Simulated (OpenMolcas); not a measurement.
Worked example: vertical ionisation energy of SiN2H5 (SMILES N[SiH]N)

SiN2H5: 8 atoms, total charge 0, spin state doublet. SMILES: `N[SiH]N`. The shape is that of a PBE0-D4/def2-TZVP optimisation. This is one conformer, not always the lowest.

Both states at this one shape; open shells run unrestricted unless said. 1 Eh = 27.2114 eV.

| level | program | doublet SiN2H5 (Eh) | singlet [SiN2H5]+ (Eh) |
| --- | --- | --- | --- |
| UB3LYP/6-31G* (spherical functions) | OpenMolcas | -401.991502 | -401.733582 |
| UB3LYP/def2-SVPD | OpenMolcas | -401.868925 | -401.601986 |
| UM06-2X/def2-SVPD | OpenMolcas | -401.773918 | -401.505331 |
| UPBE0/def2-SVPD | OpenMolcas | -401.595399 | -401.327230 |

Work out the vertical ionisation energy at each level.


1. UB3LYP/6-31G* (spherical functions): -401.733582 − (-401.991502) = 0.257920 Eh = 7.02 eV.
2. UB3LYP/def2-SVPD: -401.601986 − (-401.868925) = 0.266939 Eh = 7.26 eV.
3. UM06-2X/def2-SVPD: -401.505331 − (-401.773918) = 0.268587 Eh = 7.31 eV.
4. UPBE0/def2-SVPD: -401.327230 − (-401.595399) = 0.268169 Eh = 7.30 eV.

No measured value is set beside it here; the levels span 7.02 to 7.31 eV.
